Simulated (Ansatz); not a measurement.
Computed with DFT, LDA (PW92), plane waves (420 eV) with PAW, scalar-relativistic (Ansatz 0.2.0). The PAW files were generated under PBE, with cores re-solved for the functional.

An element in the hcp structure gives this curve. The cell is scaled uniformly from the relaxed one, with fractional coordinates and shape fixed. Energies are extrapolated to zero smearing, pressures are those at the given smearing. Magnetic state: spin not included.

```tsv
V (Å³/atom)	E − E₀ (meV/atom)	P (GPa)
26.371	69.0	6.95
27.570	28.6	4.26
28.769	6.5	1.98
29.967	0.0	0.04
31.166	6.9	-1.62
32.365	25.2	-3.04
33.563	53.4	-4.25
```

Question: Which element is it?
A. sodium
B. lutetium
C. lanthanum
D. yttrium

Answer: D. Its fit is V₀ = 29.92 Å³/atom, B₀ = 45 GPa, B₀′ = 2.9.
